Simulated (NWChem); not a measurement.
# carbon tetrachloride (CCl4); SMILES ClC(Cl)(Cl)Cl

Results from NWChem. Medium grid unless said otherwise, to which SCAN and Minnesota functionals are sensitive. Structure relaxed at the PBE0/def2-SVP level. Hybrids' shares of exact exchange are those that their runs print; pure functionals count as 0. The functionals differ in more than this share.

| row | share of exact exchange | orbital gap (eV) |
|---|---|---|
| LDA (Slater exchange, VWN5)/def2-TZVPD | 0.00 | 4.86 |
| PBE/def2-TZVPD | 0.00 | 4.89 |
| B3LYP/def2-TZVPD | 0.20 | 6.83 |
| PBE0/def2-TZVPD | 0.25 | 7.38 |
| M06-2X/def2-TZVPD | 0.54 | withheld |
| Hartree-Fock/def2-TZVPD | 1.00 | 13.77 |

Problem. Fit a straight line of the last column on the one before it, predict the withheld value, and compare with the run.

Solution. 
1. Means of the 5 shown rows: x = 0.290, y = 7.546. Slope Σ(x − x̄)(y − ȳ)/Σ(x − x̄)² = 6.039/0.6820 = 8.855; intercept 4.978.
2. The shown rows scatter about the line by 0.116 (root mean square); the largest residual is +0.19, at PBE0/def2-TZVPD.
3. At x = 0.54 (M06-2X/def2-TZVPD; inside the shown range) the line gives 9.76.
4. The run gives 9.76, 0.00 from the line, 0.0 times the scatter.
